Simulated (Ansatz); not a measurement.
# CCl4 (singlet): from Hartree-Fock to the top rungs, cc-pV(D+d)Z

One table from this session's results is given with a row withheld; the runs are named, their logs left out.

Computed with Ansatz 0.2.0, Gaussian basis. Level: cc-pV(D+d)Z, core rule «outside noble gas», up to 21 orbitals frozen.

To be run: UHF; CCSD(T) on RHF; BCCD(T) on RHF; CISD; CCSDT(Q) on RHF; CASSCF and MRCISD+Q, 8 electrons in 8 orbitals; CASSCF and MRCISD+Q(relaxed), 8 electrons in 8 orbitals; CASSCF and NEVPT2, 8 electrons in 8 orbitals.

17 further runs of the same task are left out: 17 set aside as unsound or not needed.

**The system**

The geometry is an MP2(full)/6-31G* stationary point (not a proven minimum).

5 atoms, charge 0, spin multiplicity 1.

Atoms are counted from 1 here; the program's logs count them from 0.

Bond lengths: C1–Cl2 1.769 Å, C1–Cl3 1.769 Å, C1–Cl4 1.769 Å, C1–Cl5 1.769 Å. Angles: Cl2–C1–Cl3 109.5°, Cl2–C1–Cl4 109.5°, Cl2–C1–Cl5 109.5°, Cl3–C1–Cl4 109.5°, Cl3–C1–Cl5 109.5°, Cl4–C1–Cl5 109.5°.

Set-up of the first run:

Input file in.yaml:

```yaml
crystal:
  periodic: [false, false, false]
  atoms:
    - {symbol: C, position_ang: [0.000000, 0.000000, 0.000000]}
    - {symbol: Cl, position_ang: [1.021340, 1.021340, 1.021340]}
    - {symbol: Cl, position_ang: [-1.021340, -1.021340, 1.021340]}
    - {symbol: Cl, position_ang: [-1.021340, 1.021340, -1.021340]}
    - {symbol: Cl, position_ang: [1.021340, -1.021340, -1.021340]}
basis:
  gaussian: {orbitals: "cc-pV(D+d)Z.json"}
magnetization: {spin_polarized: true, initial_magnetization: 0}
hamiltonian: {xc: hf}
output: {orbitals: {seedname: orbitals}}
```

Launch:

```
$ ansatz run in.yaml --threads 1 --pin off --events-out ev --progress --plain --max-ram 3956MiB --backend cpu
```

Steps of the session up to this table: UHF; CCSD(T) on RHF; BCCD(T) on RHF; CISD; CCSDT(Q) on RHF; CASSCF and MRCISD+Q, 8 electrons in 8 orbitals; CASSCF and MRCISD+Q(relaxed), 8 electrons in 8 orbitals; CASSCF and NEVPT2, 8 electrons in 8 orbitals.

One of the session's tables, all rows but one given; the rest of the session is left out.

It belongs to the step «Misses and costs». 

```
                    method  from RCCSDT(Q) (kJ/mol)
                       RHF                  +2024.4
                      RMP2                        ?
                      CISD                   +426.9
                     RCCSD                    +68.1
                  RCCSD(T)                     +7.1
                   BCCD(T)                     +6.4
                    RCCSDT                     +5.2
                 RCCSDT(Q)                        0
           CASSCF frontier                  +1763.7
           NEVPT2 frontier                   +233.7
           MRCISD frontier                   +332.6
         MRCISD+Q frontier                    +66.2
MRCISD+Q(relaxed) frontier                    +64.6
```

**Question.** Estimate the row for RMP2.

The run gave: from RCCSDT(Q) (kJ/mol): +187.4. In the column «from RCCSDT(Q) (kJ/mol)» it lies between RCCSD (+68.1) and NEVPT2 frontier (+233.7).
